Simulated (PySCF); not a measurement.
**BCl+: bond curves at several levels of theory**

An exercise on one series of results from a longer session: the logs are not shown, and one member is left open.

Program: PySCF 2.14.0. Level of theory: B 6-31G(d,p), Cl 6-31G(d,p), no relativity. These are calculated values, not measurements.

The first run:

The job is set up so:

```yaml
atoms: B, Cl
charge: 1
basis: B 6-31G(d,p), Cl 6-31G(d,p)
Hamiltonian: no relativity
basis_functions: 32
electrons_treated: 21
masses_in_u: 11.0093, 34.9689
levels: PBE0, PBE, r²SCAN, B3LYP, MN15, BP86, ωB97X, HF, MP2, SCS-MP2, CCSD, CCSD(T)
grid: 80 radial by 434 angular points
occupations: held fixed by the projection of orbital angular momentum
dissociation_limit: B+ + Cl, each in its ground configuration
starting_distance_in_angstrom: 1.885
values_of_2S_to_try: 1, 3
```

Command:

```sh
$ OMP_NUM_THREADS=1 python dia.py task.json out
```

Steps of the session up to this table: The job; PBE0 along the bond; Other states along the same grid; PBE; r²SCAN; B3LYP (global hybrid GGA); MN15; BP86; ωB97X (range-separated hybrid); UHF (mean field); Correlated methods on the Hartree–Fock reference.

One of the session's tables, all rows but one given; the rest of the session is left out.

Energy (eV) from each level's lowest point:

```
R (Å)    UHF  UHF-MP2  UHF-SCS-MP2  UHF-CCSD  UHF-CCSD(T)
1.381  1.509    1.517        1.529       n/a          n/a
1.445  0.655    0.656        0.666     0.672        0.701
1.510      ?        ?            ?         ?            ?
1.558  0.032    0.030        0.034     0.037        0.046
1.606  0.000    0.000        0.000     0.000        0.000
1.654  0.065    0.069        0.064     0.059        0.051
1.718  0.262    0.277        0.261     0.247        0.228
1.799  0.626    0.664        0.632     0.598        0.568
1.895  1.147    1.241        1.182     1.100        1.066
2.024  1.827    2.089        1.984       n/a          n/a
```

**Question.** Estimate the row for R (Å) = 1.510.

Worked estimate for «UHF». A straight line through the neighbours (1.445, 0.655) and (1.558, 0.032) gives 0.655 + (0.032 − 0.655) × (1.510 − 1.445) / (1.558 − 1.445) = 0.297; a parabola fitted to 4 rows on both sides gives 0.170.

**Answer.** UHF: 0.190; UHF-MP2: 0.187; UHF-SCS-MP2: 0.195; UHF-CCSD: 0.200; UHF-CCSD(T): 0.217. In «UHF» the line misses by +0.107 and the parabola by -0.020.

State 2 has its PBE0 minimum 5.23 eV higher. The other levels ran on the lowest alone.
